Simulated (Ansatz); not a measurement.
# SiH4 (singlet): from Hartree-Fock to the top rungs at distance H1–H2 along a hydrogen transfer = 0.792 Å, cc-pVDZ

Aim: climb from Hartree-Fock through coupled cluster and multireference methods for SiH4 (singlet) at one geometry and basis, and see what each rung misses.

Program: Ansatz 0.2.0, Gaussian basis. Level of theory: cc-pVDZ, core rule «outside noble gas», up to 5 orbitals frozen. These are calculated values, not measurements.

Plan: UHF; CCSD(T) on RHF; CCSD(T) on UHF; BCCD(T) on RHF; CISD; CCSDT(Q) on RHF; CCSDT(Q) on UHF; CCSDTQ on RHF; CCSDTQ on UHF; CASSCF and MRCISD+Q, 2 electrons in 2 orbitals; CASSCF and NEVPT2, 2 electrons in 2 orbitals; CASSCF and MRCISD+Q, 8 electrons in 8 orbitals; CASSCF and NEVPT2, 8 electrons in 8 orbitals.

## 1. What is computed

The geometry derives from fragments relaxed apart (PBE0/def2-TZVP) and kept rigid, so it is no stationary point. A hydrogen atom is moved between rigid fragments.

5 atoms, charge 0, spin multiplicity 1.

Atoms are counted from 1 here; the program's logs count them from 0.

Bond lengths: H1–H2 0.792 Å, Si3–H4 1.526 Å, Si3–H5 1.526 Å. Angles: H4–Si3–H5 91.2°.

As a file:

```mol
H4Si
  3D, bonds by distance, orders not assigned

  5  3  0  0  0  0  0  0  0  0999 V2000
   -2.4214    0.0549    0.0000 H   0  0
   -1.6294    0.0549    0.0000 H   0  0
    0.0946    0.0549    0.0000 Si  0  0
    0.7068   -0.8194    1.0900 H   0  0
    0.7068   -0.8194   -1.0900 H   0  0
  1  2  8  0
  3  4  8  0
  3  5  8  0
M  END
```

## 2. UHF

in.yaml reads:

```yaml
crystal:
  periodic: [false, false, false]
  atoms:
    - {symbol: H, position_ang: [-2.421360, 0.054876, 0.000000]}
    - {symbol: H, position_ang: [-1.629360, 0.054876, 0.000000]}
    - {symbol: Si, position_ang: [0.094640, 0.054876, 0.000000]}
    - {symbol: H, position_ang: [0.706821, -0.819409, 1.090012]}
    - {symbol: H, position_ang: [0.706820, -0.819409, -1.090012]}
basis:
  gaussian: {orbitals: cc-pVDZ}
magnetization: {spin_polarized: true, initial_magnetization: 0}
hamiltonian: {xc: hf}
output: {orbitals: {seedname: orbitals}}
```

Started as:

```
$ ansatz run in.yaml --threads 1 --pin off --events-out ev --progress --plain --max-ram 4096MiB --backend cpu
```

The runs that follow: CCSD(T) on RHF; CCSD(T) on UHF; BCCD(T) on RHF; CISD; CCSDT(Q) on RHF; CCSDT(Q) on UHF; CCSDTQ on RHF; CCSDTQ on UHF; CASSCF and MRCISD+Q, 2 electrons in 2 orbitals; CASSCF and NEVPT2, 2 electrons in 2 orbitals; CASSCF and MRCISD+Q, 8 electrons in 8 orbitals; CASSCF and NEVPT2, 8 electrons in 8 orbitals.

Before running them: what should the planned runs give, taken together? Wanted: RCCSDTQ below the RHF energy; RMP2 from RCCSDTQ; RCCSD from RCCSDTQ; RCCSD(T) from RCCSDTQ; RCCSDT(Q) from RCCSDTQ; MRCISD+Q pair from RCCSDTQ; NEVPT2 valence from RCCSDTQ; MRCISD+Q valence from RCCSDTQ; T1 diagnostic.

The runs gave:

```
                         quantity                                                                  value
     RCCSDTQ below the RHF energy                                                             -4.4871 eV
                RMP2 from RCCSDTQ                                                            +1102.6 meV
               RCCSD from RCCSDTQ                                                             +123.9 meV
            RCCSD(T) from RCCSDTQ                                                              +28.3 meV
           RCCSDT(Q) from RCCSDTQ                                                               +0.7 meV
       MRCISD+Q pair from RCCSDTQ                                                              -20.6 meV
      NEVPT2 valence from RCCSDTQ                                                             +812.1 meV
    MRCISD+Q valence from RCCSDTQ                                                              +18.8 meV
levels within 1 kcal/mol (43 meV)  RCCSD(T), BCCD(T), RCCSDT, RCCSDT(Q), MRCISD+Q pair, MRCISD+Q valence
                    T1 diagnostic                                                                  0.016
   effectively unpaired electrons                                                                   0.07
```

**Reading.** RCCSD(T) misses by +28.3 meV, 0.6 % of the correlation energy. One determinant dominates. Of the multireference levels listed MRCISD+Q valence comes nearest in total energy (+18.8 meV), which doesn't show that its space is the better one. These misses are within one basis, not against nature.
